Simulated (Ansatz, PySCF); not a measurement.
System: ethanethiol, C₂H₆S (charge 0, singlet). 
Geometry from a B3LYP-D3(BJ)/def2-TZVP (Ansatz, an electronic-structure program) optimisation:
```
C
H 1 1.0895
H 1 1.0895 2 108.66
C 1 1.5216 2 110.62 3 -121.62
H 4 1.0912 1 111.13 2 -59.55
H 4 1.0912 5 108.12 1 122.21
H 4 1.0914 5 108.11 6 116.82
S 1 1.8346 2 108.91 3 118.50
H 8 1.3430 1 97.16 2 -59.17
```

Wanted: atomisation energy (electronic, to ground-state atoms), in eV. Cores are frozen in the correlated levels unless marked. Open shells are spin-unrestricted. No spin-orbit coupling. No relativistic terms. The coupled-cluster limit lacks core correlation, which all-electron functionals hold. CBS marks a two-point X^-3 extrapolation of the correlation energy; Hartree-Fock from the larger set. The bracket is a focal-point correction in the basis named.

```csv
level,program,atomisation energy (eV),rough core time
HF/6-31G,Ansatz,23.12,-
revPBE/def2-TZVPD,Ansatz,32.67,under 20 s
TPSSh-D4/def2-TZVPD,PySCF + dftd4,33.63,-
r2SCANh-D4/def2-TZVPD,Ansatz + dftd4,33.24,under 20 s
r2SCANh/def2-TZVPD,Ansatz,33.20,under 20 s
RI-MP2/aug-cc-pV(Q+d)Z,Ansatz,33.29,under 20 s
"RI-MP2/CBS(aug-cc-pV(T+d)Z,aug-cc-pV(Q+d)Z)+[CCSD(T)-MP2]/aug-cc-pV(T+d)Z",Ansatz,33.38,2.5 min
```

Core times are rough, on shared machines, summed over the molecules involved; a dash marks a level read off another run, or run on other hardware, by another program or under a memory cap.
